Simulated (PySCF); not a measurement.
# Molecular orbitals of S2

r²SCAN at R = 1.909 Å; S 6-311G(d,p); no relativity (PySCF 2.14). State: ³Σg⁻ (triplet), unpaired electrons π ↑↑. Only the outer orbitals are listed.

| spin | orbital | occ. | ε (eV) | main shells (%) |
| --- | --- | --- | --- | --- |
| α | σg | 1 | -22.21 | 88 s, 11 p |
| α | σu | 1 | -16.48 | 96 s |
| α | σg | 1 | -10.47 | 85 p, 13 s |
| α | πu | 1 | -9.81 | 99 p |
| α | πu | 1 | -9.81 | 99 p |
| α | πg | 1 | -6.26 | 99 p |
| α | πg | 1 | -6.26 | 99 p |
| α | σu | 0 | -1.08 | 101 p |
| α | σg | 0 | 3.77 | 89 p, 13 d |
| α | πu | 0 | 4.74 | 99 p |
| β | σg | 1 | -21.44 | 85 s, 14 p |
| β | σu | 1 | -14.99 | 94 s |
| β | σg | 1 | -9.75 | 83 p, 17 s |
| β | πu | 1 | -8.56 | 99 p |
| β | πu | 1 | -8.56 | 99 p |
| β | πg | 0 | -4.52 | 99 p |
| β | πg | 0 | -4.52 | 99 p |
| β | σu | 0 | -0.28 | 98 p |

Problem. Which are the highest filled and the lowest empty level, where do they sit, and how wide is the gap?

Solution. Highest filled α πg at -6.26 eV (in %: 99 p); lowest empty β πg at -4.52 eV (in %: 99 p); the gap at r²SCAN is 1.74 eV. Both belong to one degenerate shell, split only by its one-sided filling, so this is no excitation gap.

| Item | Value |
| --- | --- |
| bond order (Mayer) | 1.78 |
| ⟨S²⟩ | 2.005 |

Shares are Mulliken populations and can fall outside 0 to 100 %.

The state was picked by a PBE0 search and need not be the measured ground state.
